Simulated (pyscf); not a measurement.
This saddle point was located with ωB97X-D3(BJ)/def2-SVP in PySCF.

```xyz
8

B     -0.2643     0.4404    -0.0434
F      1.2886    -0.4196     0.1017
H     -0.0768     1.4916     0.5212
H     -0.5216     0.3941    -1.2226
N     -0.8513    -0.6732     0.8073
H      0.5238    -0.9494     0.6305
H     -1.5121    -1.3048     0.3631
H     -1.1594    -0.4344     1.7459
```
Charge 0, spin multiplicity 1.

Surface: singlet, charge 0. Lowest wavenumbers (cm⁻¹): 696i, 446, 509, 731, 763.

### Question
What reaction is this the transition state of?

### Answer
H₂B–F + NH₃ ⇌ H₂B–NH₂ + HF, a four-centre exchange read from left to right: B–F, H–N broken and B–N, F–H formed. At CCSD(T)/def2-TZVPP + ΔMP2(QZVPP) it lies +0.49 eV from the left side and +0.52 eV from the right (each side as separated species at their lowest minima found). On the reactant side the descent ends in an adduct with a B–N contact, 0.95 eV under the separated species and 1.37 eV under the saddle at ωB97X-D3(BJ)/def2-TZVP. On the product side the descent ends in a complex, 0.20 eV under the separated species and 0.60 eV under the saddle at ωB97X-D3(BJ)/def2-TZVP. What is counted as formed (B–N) is already present as a longer contact in the reactant adduct; forming that adduct is a step of its own. This is the saddle that the search found; another between the same sides may lie lower. The CCSD(T) − MP2 part came from Ansatz, without density fitting, on the same reference.
